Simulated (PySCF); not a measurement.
Metal–ligand bonds in Zr(F)3–Y. All species are isolated molecules in the gas phase. Multiplicities are imposed; where one is given, others were not computed. Strings in code marks are SMILES. In the def2 sets, heavy atoms carry core potentials. All members: neutral, multiplicity 2. Level: TPSSh-D3(BJ)/def2-TZVP // TPSS-D3(BJ)/def2-SVP (PySCF), beside PBE-D3(BJ)/def2-TZVP // TPSS-D3(BJ)/def2-SVP (PySCF) at the same geometries.  Orbital energies are measured against the vacuum level.

| species | highest occupied spin orbital, PBE (eV) | highest occupied spin orbital, TPSSh-D3(BJ) (eV) |
|---|---|---|
| `[NH2]` | -7.17 | -7.95 |
| `[OH]` | -7.14 | -8.07 |
| `[SH]` | -6.12 | withheld |
| `[CH3]` | -5.38 | -6.06 |
| [Zr(F)3] | -4.87 | -5.36 |

Problem. Fit y = a + b·x, y being the highest occupied spin orbital at the first level, to the 4 complete rows by least squares, with x = the PBE value in eV. Give a, b and the rms residual, and predict the withheld value.

Solution. Means of the 4 rows: x̄ = -6.14, ȳ = -6.86 eV. Σ(x − x̄)² = 4.2514 and Σ(x − x̄)(y − ȳ) = 4.8457, so b = 1.140 and a = ȳ − b·x̄ = 0.140 eV. The rms residual is 0.069 eV. At x = -6.12 the line gives -6.84 eV. The run for `[SH]` gave -6.75 eV, so the line is off by 0.09 eV, within twice the rms residual.

Codes: PySCF.
